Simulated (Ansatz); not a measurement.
System: K₂Hg₃Sn₂S₈ (Aea2, No. 41; cell taken from a computed entry). Method: PBEsol in Ansatz (PAW).

Run with plane-wave cutoff 520 eV, 2×6×6 k mesh (along the axes of the cell as run), Fermi–Dirac smearing 0.01 eV, scalar-relativistic PAW data made under PBE.

Cell (relaxed with PBEsol):

```
Hg3K2Sn2S8
1.0
   19.58030     0.00000     0.00000
    0.00000     4.93695     4.24915
    0.00000    -4.93695     4.24915
K Sn Hg S
4 4 6 16
Cartesian
 17.25458   2.06510   5.58737
  2.32572  -2.06510   5.58737
 12.11587  -2.87185   5.58737
  7.46443   2.87185   5.58737
 16.96477  -2.81112   5.63019
  2.61553   2.81112   5.63019
 12.40568   2.12583   5.63019
  7.17462  -2.12583   5.63019
 14.76549  -0.37422   2.99441
  4.81481   0.37422   2.99441
 14.60496  -0.37422   7.24356
  4.97534   0.37422   7.24356
  0.00000   0.00000   0.07441
  9.79015   0.00000   4.32356
 12.38552  -0.80694   2.73668
  7.19478   0.80694   2.73668
 16.98493  -0.80694   6.98583
  2.59537   0.80694   6.98583
 17.12147   0.11351   2.70995
  2.45883  -0.11351   2.70995
 12.24898   0.11351   6.95911
  7.33132  -0.11351   6.95911
 18.99510  -2.66597   4.28887
  0.58519   2.66597   4.28887
 10.37534   2.27097   4.28887
  9.20496  -2.27097   4.28887
 15.02217  -2.82898   4.28666
  4.55813   2.82898   4.28666
 14.34828   2.10797   4.28666
  5.23202  -2.10797   4.28666
```

### Question
Predict the band gap and smallest direct gap on the k points sampled.

### Answer

* **band gap**: 1.28 eV
* **smallest direct gap on the k points sampled**: 1.89 eV

Spin–orbit coupling is not included.

The computed numbers hold no vibrational or temperature effects.

Computing time: around 18 core-minutes (rough).

Ansatz is an electronic-structure program.
